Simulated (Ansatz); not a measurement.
## Low-lying states of C₂H₂

Computed with Ansatz's Gaussian-basis code (development build). State-averaged CASSCF with equal weights; occupations are averaged over the states; levels count from the state that is lowest in CASSCF. No symmetry is imposed, so a solution can break that of the shape. No proof that the lowest CASSCF solution was found.

Geometry:

```xyz
4

C     0.0000    0.0000    0.6081
C     0.0000    0.0000   -0.6081
H     0.0000    0.0000   -1.6740
H     0.0000    0.0000    1.6740
```

Basis cc-pVTZ, nonrelativistic, 2 orbitals frozen in the corrections; active space CAS(4,4). Averaged: 2 singlets.

**Question.** Give the levels in order.

**Answer.** 

```tsv
state	CASSCF (eV)	SC-NEVPT2 (eV)
singlet	0.000	0.000
singlet	7.593	7.247
```

Occupations: 1.71, 1.71, 0.29, 0.29.
